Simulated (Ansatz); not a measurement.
Calculation: Ansatz (a program for electronic structure) with frozen-core CCSD(T)/def2-TZVPP // B3LYP-D3(BJ)/def2-TZVP.

Ansatz 0.2 input:
```yaml
crystal:
  periodic: [false, false, false]
  atoms:
    - { symbol: C, position_ang: [0.000001, 0.000001, -0.00013] }
    - { symbol: H, position_ang: [1.0701, -0.138513, -0.001202] }
    - { symbol: H, position_ang: [-0.655, -0.857478, 0.002111] }
    - { symbol: H, position_ang: [-0.415102, 0.995988, -0.000777] }
basis:
  gaussian: { orbitals: def2-TZVPP }
correlation:
  method: ccsd_t
magnetization:
  spin_polarized: true
  initial_magnetization: 1
```

Output:

```
Functional definition: HF
412 factors; integrals over basis functions are off by at most 1.0e-3 eV
mean field evaluation 1: about -1076.2666 eV, gradient 1.1e1 eV
mean field evaluation 2: about -1076.2675 eV, gradient 1.1e1 eV
mean field evaluation 4: about -1076.9792 eV, gradient 1.1e0 eV
mean field evaluation 8: about -1076.9913 eV, gradient 4.0e-4 eV
mean field evaluation 16: about -1076.9901 eV, gradient 1.3e-1 eV
mean field -1076.99129489 eV, -39.5787000762 hartree, gradient 1.5e-6 eV, S^2 0.761738; 0 other end points of the search recorded, 0 dependent functions left out
1 core orbitals not correlated
reference -1076.99129489 eV, -39.5787000762 hartree; 4, 3 occupied and 68, 69 virtual orbitals, 412 factors
second order -4.28884980 eV of doubles, -0.00000000 eV of singles
cycle   1  -4.70250848 eV  change   -4.1e-1 eV  update   3.9e-2
cycle   2  -4.84013323 eV  change   -1.4e-1 eV  update   1.4e-2
cycle   3  -4.85233976 eV  change   -1.2e-2 eV  update   4.5e-3
cycle   4  -4.85272771 eV  change   -3.9e-4 eV  update   1.7e-3
cycle   5  -4.85291154 eV  change   -1.8e-4 eV  update   5.4e-4
cycle   6  -4.85301914 eV  change   -1.1e-4 eV  update   1.4e-4
cycle   7  -4.85303467 eV  change   -1.6e-5 eV  update   4.0e-5
cycle   8  -4.85303548 eV  change   -8.1e-7 eV  update   1.1e-5
cycle   9  -4.85303474 eV  change    7.4e-7 eV  update   2.6e-6
perturbative correction -0.12728910 eV, -0.0046777882 hartree
Total energy: -1081.97161873 eV, -39.7617236015 hartree
```

Cost: about 1.4 core-seconds (a rough figure).
